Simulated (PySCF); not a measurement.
A geometry optimisation on `CC#P` (C2H3P).

Computed with PBE0-D3(BJ)/def2-SVP geometry optimisation, gas phase (PySCF 2.14.0). Start geometry: GFN2-xTB. The command runs a driver script over a list of jobs; the input below is this job's line of settings and its coordinates in Å.

Command:
```bash
OMP_NUM_THREADS=1 python probes_run.py task.json out
```

Input:
```
{"job": {"xc": "PBE0", "basis": "def2-SVP", "d3": "d3bj", "grid": 1, "kind": "geom"}, "charge": 0, "multiplicity": 1}
C     -0.548257    -0.004433     0.002795
C      0.892016     0.008064    -0.013961
P      2.443388     0.021999    -0.031990
H     -0.933402    -0.542306    -0.865802
H     -0.913206    -0.496836     0.906405
H     -0.937416     1.015502    -0.019022
```

Output:
```
step   0  E = -418.93108521  max force = 0.015514
step   1  E = -418.93150276  max force = 0.001435
step   2  E = -418.93150494  max force = 0.000076
optimisation converged
```

Energies in Eh; «max force» is the largest Cartesian gradient component in Eh/bohr.

Q: How much energy does the optimisation release, in kJ/mol?

A: E(step 0) − E(last step) = 0.000420 Eh, which is 1.1 kJ/mol.

Summary of the converged run: final energy -418.93150 Eh after 2 steps; dipole 1.71 D.

Q: Estimate the wall time. Hardware: an Arm Neoverse V2 with one thread, shared host. And the peak memory of the process?

A: About 2.5 s, with 0.28 GiB resident at the peak, the Python interpreter and its libraries included.
Labels such as C1 count atoms from 1, the log's own numbers from 0.
